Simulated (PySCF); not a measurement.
**diethyl sulfide: bond dissociation enthalpies at several levels**

Structure: `CCSCC` (C4H10S). Coordinates in Å; atoms count from 1 in this order:
```
C    -1.8774    0.6479    0.3876
C    -0.8703    0.9470   -0.7065
S    -0.1213   -0.5152   -1.4792
C     0.7991   -1.2451   -0.0948
C     1.9363   -0.3923    0.4349
H    -1.4042    0.1624    1.2550
H    -2.3455    1.5777    0.7489
H    -2.6700   -0.0204    0.0194
H    -0.0763    1.6218   -0.3476
H    -1.3541    1.4631   -1.5507
H     1.1817   -2.1904   -0.5107
H     0.0979   -1.5234    0.7086
H     1.5683    0.5434    0.8830
H     2.6353   -0.1266   -0.3719
H     2.4951   -0.9315    1.2167
```

All levels share the PBE0-D3(BJ)/def2-SVP structures and the GFN2-xTB thermal terms; only the single-point energies (PySCF) change. Values are bond dissociation enthalpies (298 K, kJ/mol).

| level | C2–S3 | C1–C2 | C2–H | C1–H | time |
| --- | --- | --- | --- | --- | --- |
| OPBE/def2-TZVP | 276 | 315 | 365 | 402 | 110 s |
| M06/def2-TZVP (grid 3) | 295 | 339 | 378 | 409 | 3.5 min |
| PBE0-D3(BJ)/aug-pcseg-1 | 295 | 347 | 375 | 403 | 67 s |
| PBE0-D3(BJ)/def2-TZVP | 296 | 334 | 370 | 403 | – |
| PBE0-D3(BJ)/def2-SV(P) | 300 | 355 | 368 | 399 | 20 s |
| M06-2X/def2-TZVP (grid 3) | 303 | 347 | 385 | 414 | 3.6 min |

Times are wall times for all single points of a level on 1 thread of Arm Neoverse V1, a shared host; the dash marks the run that also made the structures. OPBE ran on a slower path of this set-up, which computes the density-fitting integrals anew in every SCF cycle while the other levels store them. So the times needn't show the usual order of cost, and those levels read slower than they are.

The widest spread is that of C1–C2: 40 kJ/mol, from 315 to 355.
